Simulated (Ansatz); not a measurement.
Results of PBE-D4 (plane waves, PAW; Ansatz, a first-principles code) for hcp Hf.

Settings: plane-wave cutoff 500 eV, 30×30×14 k mesh (along the axes of the cell as run), Fermi–Dirac smearing 0.1 eV, scalar-relativistic PAW data made under PBE.

Computed at the level's own relaxed cell.

**Question.** Give the computed equilibrium volume per atom, lattice parameter a and lattice parameter c.

**Answer.** 
- equilibrium volume per atom: 22.23 Å³/atom
- lattice parameter a: 3.189 Å
- lattice parameter c: 5.050 Å

Measured, for comparison: lattice constant a 3.194 Å (293 K, not corrected to a static lattice, our sources range from 3.194 to 3.200; as tabulated in Wikipedia's data pages); lattice parameter c 5.051 Å (293 K, not corrected to a static lattice; as tabulated in Wikipedia's data pages). Computed (rounded) less measured: lattice constant a -0.2 % (-0.2 % to -0.3 % over the range), lattice parameter c 0.0 %.

Spin–orbit coupling is not included.

Static lattice: no zero-point or thermal effects.

Cost on a shared machine: about 5 core-minutes (a rough figure).
